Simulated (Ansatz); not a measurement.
**CCSD(T) against full CI for several species**

Each species is computed at the geometry given (Å), with frozen cores, in Ansatz 0.2.0: RHF-CCSD(T) for singlets, UHF-CCSD(T) otherwise, and full CI in the same basis. The program picks the determinant by trial CCSD, so it needn't be the lowest Hartree–Fock solution. States: AlH4 A, HAl–AlH Σg⁻ or Δg, HBO Σ⁺ or Δ. Cases whose determinant has another symmetry than full CI's state, or whose (Q) step broke down, weren't drawn.

**Question.** Judging by size, spin and bonding, rank them by the size of CCSD(T)'s error in total energy against full CI in the same basis, smallest first (an estimate).
A. AlH₄, doublet, 6-31G: Al -0.052 0.000 -0.116; H 0.391 0.002 1.732; H -0.276 -0.008 1.706; H 0.639 1.206 -0.165; H 0.643 -1.203 -0.174
B. HAl–AlH, triplet, 6-31G: Al 0.000 0.000 1.309; Al 0.000 0.000 -1.309; H 0.000 0.000 3.101; H 0.000 0.000 -3.101
C. HBO, singlet, 6-31G: B 0.000 0.000 0.089; O 0.000 0.000 -1.109; H 0.000 0.000 1.021

**Answer.** A (7.0 meV), C (30.9 meV), B (53.8 meV).

```tsv
species	basis	correlated electrons	CCSD(T) − full CI (meV)	CCSDT(Q) − full CI (meV)	unpaired electrons (full CI)	T1	⟨S²⟩ of the determinant
AlH4, doublet	6-31G	7	7.0	-0.1	1.01	0.010	0.75
HBO, singlet	6-31G	10	30.9	-3.8	0.06	0.024	0.00
HAl–AlH, triplet	6-31G	8	53.8	5.4	2.14	0.023	2.06
```

Unpaired electrons are Σ n²(2−n)² over natural occupations; an open shell counts its own unpaired electrons too. Frozen cores follow each run's orbitals, which moves totals by a few meV.
